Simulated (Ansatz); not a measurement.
`CN=C(O)O`, charge 0, multiplicity 1.

Give a relaxed structure at PBE0-D4/def2-TZVP (Ansatz). (An estimate is asked.)

The calculation gave: 
Z-matrix (Å, degrees):
```
C
N 1 1.441
H 1 1.090 2 109.4
H 1 1.100 2 112.8 3 -118.6
H 1 1.100 2 112.7 3 118.6
C 2 1.262 1 118.1 3 179.6
O 6 1.332 2 122.1 1 180.0
O 6 1.338 2 128.9 1 -0.0
H 7 0.965 6 105.5 2 0.0
H 8 0.963 6 108.4 2 -0.0
```
Point group Cs.
This is one stationary point; other conformers may exist.
